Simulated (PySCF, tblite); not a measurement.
**aluminium trifluoride and water**

A gas-phase complex of aluminium trifluoride and water; neutral, singlet. The structure comes from a short search (6 tight-binding starts) and was optimised by PBE0-D3(BJ)/def2-SVPD; another way of binding may lie lower.

This structure isn't a minimum but lies at or near a saddle point (201i cm⁻¹ by PBE0-D3(BJ)/def2-SVPD), and forces of up to 0.015 eV/Å are left. All values below rest on it.

| part | name | SMILES | atoms | charge | multiplicity |
| --- | --- | --- | --- | --- | --- |
| 1 | aluminium trifluoride | [F][Al]([F])[F] | 1–4 | 0 | 1 |
| 2 | water | O | 5–7 | 0 | 1 |

```tsv
atom	part	x (Å)	y (Å)	z (Å)
F1	1	-0.557	0.666	-1.442
Al2	1	0.357	-0.122	-0.277
F3	1	1.603	0.728	0.444
F4	1	-0.365	-1.297	0.669
O5	2	1.279	-1.193	-1.593
H6	2	1.936	-1.883	-1.464
H7	2	1.132	-1.010	-2.528
```

Contacts between parts, classed by geometry: Al2···O5 1.931 Å (bond).

The parts are joined by the bond Al2–O5, so these are energies of forming such bonds; deforming the relaxed parts to their shape in the adduct costs 6.4 kcal/mol, which the interaction energies leave out.

Interaction energies are complex less parts, with the parts frozen as they stand in it; counterpoise-corrected, in kcal/mol (PySCF). The CCSD(T) estimate is Hartree-Fock/aug-cc-pVQZ, plus the MP2 correlation part extrapolated as X⁻³ from aug-cc-pVTZ and aug-cc-pVQZ, plus CCSD(T) less MP2 in aug-cc-pVDZ; noble-gas cores are frozen. It isn't the exact limit.

**Question.** How strongly do the parts interact, level by level?

**Answer.** 
| level | interaction | superposition error removed |
| --- | --- | --- |
| Hartree-Fock/aug-cc-pVQZ | -38.31 | - |
| wB97M-D3(BJ)/def2-TZVPD | -35.94 | -0.34 |
| PBE0-D3(BJ)/def2-TZVPD | -36.71 | -0.38 |
| MP2/aug-cc-pVQZ | -35.63 | -0.54 |
| CCSD(T), estimated basis limit | -36.58 | - |

**Question.** What holds them together? Decompose the wB97M-D3(BJ)/def2-TZVPD energy: frozen parts, their antisymmetrised product, then relaxation.

**Answer.** electrostatic -49.3, Pauli repulsion +42.1, orbital relaxation -27.7, dispersion correction -1.4 kcal/mol, which sum to the value before the counterpoise correction; the Pauli term holds the exchange-correlation of the frozen density too. Of the attraction, 63 % is electrostatic, 35 % is orbital relaxation, 2 % is dispersion correction.

The parts were also relaxed and run alone, at the levels used for the complex: shieldings by PBE0/pcSseg-2; core levels by delta-SCF with SCAN, pcX-2 on the ionised atom and pcseg-1 elsewhere, spin-free X2C (2p3/2 is the spin-free 2p value less a third of a first-order spin-orbit splitting).

Values alone: shielding of Al2 (ppm): 507.1; shielding of O5 (ppm): 328.9; F1 1s core level (eV): 693.01; Al2 2p3/2 core level (eV): 83.70; O5 1s core level (eV): 539.76.

**Question.** How do these values change when the complex forms?

**Answer.** 
| property | alone | in the complex | change |
| --- | --- | --- | --- |
| shielding of Al2 (ppm) | 507.1 | 520.5 | +13.4 |
| shielding of O5 (ppm) | 328.9 | 306.9 | -21.9 |
| F1 1s core level (eV) | 693.01 | 691.76 | -1.24 |
| Al2 2p3/2 core level (eV) | 83.70 | 81.91 | -1.79 |
| O5 1s core level (eV) | 539.76 | 543.12 | +3.37 |

The 6 runs behind this took 12 min in all, one thread each of Intel Xeon Platinum 8488C on a shared host, launched as `OMP_NUM_THREADS=1 python cluster_run.py task.json out`.
